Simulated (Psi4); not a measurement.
**One shape, several levels: CH4OSi (SMILES CO[SiH])**

We compute a comparison of 3 runs (PBE/aug-cc-pVDZ, SVWN5/aug-cc-pVDZ, revPBE/aug-cc-pVDZ) of CH4OSi. 

Program for the calculation: Psi4 1.11.

2 further runs of the same task are left out: 2 that didn't finish.

### Step 1. The system as given

The species is CH4OSi (7 atoms), meant as a singlet with charge 0. SMILES: `CO[SiH]`. The C1–H5 distance was set to 1.643 Å, away from the relaxed value. At this shape a bond of the SMILES string is far longer than usual.

Bond lengths: C1–O2 1.410 Å, O2–Si3 1.639 Å, C1–H4 1.092 Å, C1–H6 1.092 Å, Si3–H7 1.552 Å. Angles: C1–O2–Si3 130.6°, O2–C1–H4 109.2°, O2–C1–H6 109.2°, O2–Si3–H7 97.1°, H4–C1–H6 108.5°. A long bond or contact: C1–H5 1.643 Å.

### Step 2. A single-point energy at PBE/aug-cc-pVDZ (run 1)

input.dat reads:

```
memory 1.6 GB

molecule molecule1 {
  0 1
  C     -1.87182097     0.85887674    -0.13867944
  O     -1.74105192    -0.90234800     1.85706032
  Si     0.60239745    -2.68020234     2.82516701
  H     -3.35336625     0.28307719    -1.45581855
  H      0.83866045     1.03462505    -1.64160508
  H     -2.35729161     2.71458780     0.62458094
  H      2.57678330    -1.78881853     0.84889143
  units bohr
  symmetry c1
}

set globals {
  basis aug-cc-pVDZ
  reference rks
  puream true
  e_convergence 1e-09
  d_convergence 1e-08
  scf_type pk
  dft_radial_points 99
  dft_spherical_points 590
}

E, wfn = energy("pbe", return_wfn=True)
oeprop(wfn, "DIPOLE", "MULLIKEN_CHARGES", "WIBERG_LOWDIN_INDICES")
print_variables()
```

The run is started by

```
$ psi4 -n 1 input.dat output.dat
```

output.dat:

```text
[...]
  Running in c1 symmetry.
[...]
  Nuclear repulsion =   99.458630638749966
[...]
  Multiplicity = 1
[...]
  Nalpha       = 16
  Nbeta        = 16
[...]
    Number of basis functions: 109
[...]
   @RKS iter   1:  -404.43519354547715   -1.52814e-01   8.15925e-03 ADIIS/DIIS
[...]
   @RKS iter  13:  -404.85722059068655   -1.87583e-12   4.78627e-09 DIIS
[...]
    Orbital Energies [Eh]
    ---------------------
    Doubly Occupied:
       1A    -65.459892     2A    -18.815369     3A     -9.984157
       4A     -5.084996     5A     -3.501189     6A     -3.497379
       7A     -3.490812     8A     -0.962521     9A     -0.632439
      10A     -0.477445    11A     -0.423033    12A     -0.416215
      13A     -0.340457    14A     -0.292198    15A     -0.265091
      16A     -0.205158
[...]
  @RKS Final Energy:  -404.85722059068655
   => Energetics <=
    Nuclear Repulsion Energy =             99.4586306387499661
    One-Electron Energy =                -755.3697172898038161
    Two-Electron Energy =                 286.9987758236541708
    DFT Exchange-Correlation Energy =     -35.9449097632868302
    Empirical Dispersion Energy =           0.0000000000000000
    VV10 Nonlocal Energy =                  0.0000000000000000
    Total Energy =                       -404.8572205906865520
[...]
 Multipole Moments:
 ------------------------------------------------------------------------------------
     Multipole            Electronic (a.u.)      Nuclear  (a.u.)        Total (a.u.)
 ------------------------------------------------------------------------------------
 L = 1.  Multiply by 2.5417464519 to convert [e a0] to [Debye]
 Dipole X            :         -0.2163871            0.0552228           -0.1611643
 Dipole Y            :         -3.3136024            3.6392391            0.3256367
 Dipole Z            :          3.9771315           -4.2801027           -0.3029712
 Magnitude           :                                                    0.4730800
[...]
  Mulliken Charges: (a.u.)
   Center  Symbol    Alpha    Beta     Spin     Total
       1     C     2.70673  2.70673  0.00000  0.58655
       2     O     4.27494  4.27494  0.00000 -0.54988
       3    SI     6.88896  6.88896  0.00000  0.22208
       4     H     0.64442  0.64442  0.00000 -0.28884
       5     H     0.40787  0.40787  0.00000  0.18426
       6     H     0.64426  0.64426  0.00000 -0.28852
       7     H     0.43282  0.43282  0.00000  0.13436
   Total alpha = 16.00000, Total beta = 16.00000, Total charge = -0.00000
  Wiberg Bond Indices using Orthogonal Lowdin Orbitals:
[...]
```

Run time: 72 s. Hardware: 1 thread of AMD EPYC, shared host; peak memory 0.65 GiB.

### Step 3. Energy and gradient at SVWN5/aug-cc-pVDZ (run 2)

calc.inp reads:

```
memory 1600 mb

molecule mol {
  0 1
  C     -0.990525     0.454498    -0.073386
  O     -0.921325    -0.477502     0.982714
  Si     0.318775    -1.418302     1.495014
  H     -1.774525     0.149798    -0.770386
  H      0.443800     0.547500    -0.868700
  H     -1.247425     1.436498     0.330514
  H      1.363575    -0.946602     0.449214
  units angstrom
  symmetry c1
}

set basis aug-cc-pVDZ
set puream true
set e_convergence 1e-09
set d_convergence 1e-08
set scf_type pk
set dft_radial_points 99
set dft_spherical_points 590

e_tot, wfn = gradient('scf', dft_functional={"name": "SVWN5", "x_functionals": {"LDA_X": {}}, "c_functionals": {"LDA_C_VWN": {}}}, return_wfn=True)
oeprop(wfn, 'QUADRUPOLE', 'DIPOLE', 'MAYER_INDICES', title='SCF')
```

The run is started by

```
$ psi4 -i calc.inp -o calc.out -n 1
```

calc.out:

```text
[...]
  Running in c1 symmetry.
[...]
  Nuclear repulsion =   99.458630554430599
[...]
  Multiplicity = 1
[...]
  Nalpha       = 16
  Nbeta        = 16
[...]
    Number of basis functions: 109
[...]
   @RKS iter   1:  -402.60849057409047   -8.35722e-02   8.44323e-03 DIIS/ADIIS
[...]
   @RKS iter  13:  -403.06224994558374   -1.30740e-12   7.55920e-09 DIIS
[...]
  @RKS Final Energy:  -403.06224994558374
   => Energetics <=
    Nuclear Repulsion Energy =             99.4586305544305986
    One-Electron Energy =                -755.2980634150864034
    Two-Electron Energy =                 286.8852149106285765
    DFT Exchange-Correlation Energy =     -34.1080319955565017
    Empirical Dispersion Energy =           0.0000000000000000
    VV10 Nonlocal Energy =                  0.0000000000000000
    Total Energy =                       -403.0622499455837442
[...]
  -Total Gradient:
     Atom            X                  Y                   Z
    ------   -----------------  -----------------  -----------------
       1       -0.058392746202     0.010766026534     0.015334779651
       2        0.012867703366    -0.027704793104     0.026305914688
       3       -0.016640297750     0.021663139219    -0.017454281935
       4        0.001685027373     0.005050754339     0.011554941810
       5        0.068019614608     0.006160744981    -0.039798110326
       6       -0.005056086885    -0.011364328034    -0.002498926827
       7       -0.002476428872    -0.004565966974     0.006545977112
[...]
 Multipole Moments:
 ------------------------------------------------------------------------------------
     Multipole            Electronic (a.u.)      Nuclear  (a.u.)        Total (a.u.)
 ------------------------------------------------------------------------------------
 L = 1.  Multiply by 2.5417464519 to convert [e a0] to [Debye]
 Dipole X            :         -0.1827082            0.0552228           -0.1274854
 Dipole Y            :         -3.2978312            3.6392391            0.3414080
 Dipole Z            :          3.9426272           -4.2801027           -0.3374755
 Magnitude           :                                                    0.4966907
 L = 2.  Multiply by 1.3450342976 to convert [e a0^2] to [Debye ang]
 Quadrupole XX       :        -83.3996790           63.1916915          -20.2079875
 Quadrupole XY       :         52.1635319          -52.9631392           -0.7996073
[...]
```

It took 75 s on 1 thread of AMD EPYC, shared host; peak memory 0.66 GiB.

### Step 4. The energy at revPBE/aug-cc-pVDZ (run 3)

job.dat reads:

```
memory 1.6 GB

molecule mol {
  0 1
  C     -0.990525     0.454498    -0.073386
  O     -0.921325    -0.477502     0.982714
  Si     0.318775    -1.418302     1.495014
  H     -1.774525     0.149798    -0.770386
  H      0.443800     0.547500    -0.868700
  H     -1.247425     1.436498     0.330514
  H      1.363575    -0.946602     0.449214
  symmetry c1
  no_reorient
  no_com
}

set {
  basis                aug-cc-pVDZ
  reference            rks
  puream               true
  e_convergence        1e-09
  d_convergence        1e-08
  scf_type             pk
  dft_radial_points    99
  dft_spherical_points 590
}

energy_value, wavefunction = energy("revpbe", return_wfn=True)
print_variables()
```

The run is started by

```
$ psi4 -i job.dat -o job.out -n 1
```

job.out:

```text
[...]
  Running in c1 symmetry.
[...]
  Nuclear repulsion =   99.458630554430599
[...]
  Multiplicity = 1
[...]
  Nalpha       = 16
  Nbeta        = 16
[...]
    Number of basis functions: 109
[...]
   @RKS iter   1:  -404.64540790907972   -1.82098e-01   7.97580e-03 DIIS/ADIIS
[...]
   @RKS iter  13:  -405.04890407518343   -3.63798e-12   4.06235e-09 DIIS
[...]
    Orbital Energies [Eh]
    ---------------------
    Doubly Occupied:
       1A    -65.473160     2A    -18.826913     3A     -9.996745
       4A     -5.088452     5A     -3.499242     6A     -3.495294
       7A     -3.488693     8A     -0.963167     9A     -0.632262
      10A     -0.475830    11A     -0.421817    12A     -0.414482
      13A     -0.338888    14A     -0.291016    15A     -0.263837
      16A     -0.204298
[...]
  @RKS Final Energy:  -405.04890407518343
   => Energetics <=
    Nuclear Repulsion Energy =             99.4586305544305986
    One-Electron Energy =                -755.3637911551319348
    Two-Electron Energy =                 287.0025426043247307
    DFT Exchange-Correlation Energy =     -36.1462860788067601
    Empirical Dispersion Energy =           0.0000000000000000
    VV10 Nonlocal Energy =                  0.0000000000000000
    Total Energy =                       -405.0489040751834295
[...]
 Multipole Moments:
 ------------------------------------------------------------------------------------
     Multipole            Electronic (a.u.)      Nuclear  (a.u.)        Total (a.u.)
 ------------------------------------------------------------------------------------
 L = 1.  Multiply by 2.5417464519 to convert [e a0] to [Debye]
 Dipole X            :         18.8475507          -19.0209911           -0.1734404
 Dipole Y            :         37.6703640          -37.3448849            0.3254791
 Dipole Z            :        -52.2497245           51.9527928           -0.2969317
 Magnitude           :                                                    0.4734836
[...]
```

Wall time 68 s (1 thread of AMD EPYC, shared host); peak memory 0.65 GiB.

### Step 5. All runs side by side

```
run               level      task  energy (Eh)  dipole moment (D)  HOMO energy (eV)  LUMO energy (eV)  wall time
  1     PBE/aug-cc-pVDZ    energy  -404.857221               1.20             -5.58             -3.00       72 s
  2   SVWN5/aug-cc-pVDZ  gradient  -403.062250               1.26             -5.62             -3.15       75 s
  3  revPBE/aug-cc-pVDZ    energy  -405.048904               1.20             -5.56             -2.94       68 s
```

### Step 6. What came out

| quantity | value |
| --- | --- |
| run 3: total energy | -405.04890 Eh |
| run 3: dipole moment | 1.20 D |
| run 3: HOMO energy | -5.56 eV |
| run 3: LUMO energy | -2.94 eV |
| run 3: HOMO–LUMO gap | 2.62 eV |

**Reading.** The dipole moment (its size) runs from 1.20 D (PBE/aug-cc-pVDZ) to 1.26 D (SVWN5/aug-cc-pVDZ). The HOMO–LUMO gap runs from 2.47 eV (SVWN5/aug-cc-pVDZ) to 2.62 eV (revPBE/aug-cc-pVDZ). Totals of different functionals can't be ranked against each other. All runs together took 3.6 min, the longest 75 s.
